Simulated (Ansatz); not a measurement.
**CF, doublet: the ladder up to UCCSDT(Q)**

Geometry: that of the CF, quartet, kept fixed.

```xyz
2

C     0.0000    0.0000    0.0000
F     0.0000    0.0000    1.3159
```

Basis cc-pVTZ; Ansatz 0.2.0. Only valence electrons are correlated (noble-gas cores frozen), which leaves 11 electrons in 58 orbitals. Prefix R: restricted or restricted open-shell reference; prefix U: unrestricted. Active spaces: valence = (11e, 8o) chosen from the atoms' valence shells.

Full CI isn't at hand for all of this; UCCSDT(Q) serves as the reference, and is uncertain by about the last step of the cluster series. The frozen core follows each run's orbitals, which can shift R against U totals by a few meV.

For open shells CISD is restricted-active-space CI with the open shells as a complete middle space.

* UHF ⟨S²⟩: 0.762
* T1 diagnostic (RCCSD): 0.0232
* largest doubles amplitude (RCCSD): 0.090
* T1 diagnostic (UCCSD): 0.0211

| level | E − E(UCCSDT(Q)) (meV) | share of correlation (%) | wall time |
| --- | --- | --- | --- |
| RHF | 10560 | 0.00 | – |
| UHF | 10414 | 1.38 | – |
| RMP2 | 768 | 92.73 | – |
| UMP2 | 790 | 92.52 | – |
| CISD | 1047 | 90.09 | 5.5 s |
| RCCSD | 402 | 96.19 | – |
| UCCSD | 399 | 96.22 | – |
| RCCSD(T) | 34 | 99.68 | 1.7 s |
| UCCSD(T) | 34 | 99.68 | 2.3 s |
| BCCD(T) | 27 | 99.74 | 2.3 s |
| RCCSDT | 17 | 99.84 | – |
| UCCSDT | 16 | 99.85 | – |
| RCCSDT(Q) | 8 | 99.93 | 6 s (H100) |
| CASSCF (valence space) | 8521 | 19.31 | – |
| NEVPT2 (valence space) | 1449 | 86.28 | 1.4 s |
| MRCISD (valence space) | 664 | 93.71 | – |
| MRCISD+Q (valence space) | 160 | 98.49 | 2.5 s (H100) |

The correlation energy at UCCSDT(Q), counted from RHF, is -10.560 eV. That run took 6 s on 2 threads of AMD EPYC 7R13 with a shared H100 80 GB, shared host.

Times hold each run's SCF and search for its determinant on a shared host, so for small cases they say little of a method's own cost; rows without a card ran on 1 thread of AMD EPYC 7R13.

Natural occupations of CASSCF (valence space) about the gap: 1.996 1.994 1.973 1.973 1.006 0.030 0.029; effectively unpaired electrons, Σ n²(2−n)², 1.01.
